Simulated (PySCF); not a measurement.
# Core-level binding energies of carbonyl sulfide

Carbonyl sulfide, COS.
Z-matrix (Å and degrees, GFN2-xTB geometry), rows numbered from 1:
```
O 
C   1  1.1541
S   2  1.5386  1  180.00
```

Method: delta-SCF UKS SCAN, pcX-2 on the ionised atom, pcseg-1 elsewhere, spin-free X2C in PySCF. Binding energies are ΔSCF values: E(core-ionised, relaxed orbitals) − E(ground state) at a fixed geometry, referred to the vacuum level.

List the computed XPS lines with their assignment.

| atom(s) | bonded to | level | binding energy (eV) | count |
| --- | --- | --- | --- | --- |
| S3 | C (double bond) | S 1s | 2478.71 | 1 |
| O1 | C (double bond) | O 1s | 540.28 | 1 |
| C2 | O (double bond) and S (double bond) | C 1s | 295.35 | 1 |

What is the longest wavelength that can ionise C 1s of C2 vertically?

λ = hc/E = 12398.42 eV Å / 295.35 eV = 41.979 Å.

Not every level is listed. Isolated species at its GFN2-xTB geometry, gas phase.

The run took 3.8 s of wall time on one thread, Arm Neoverse V1, shared host.
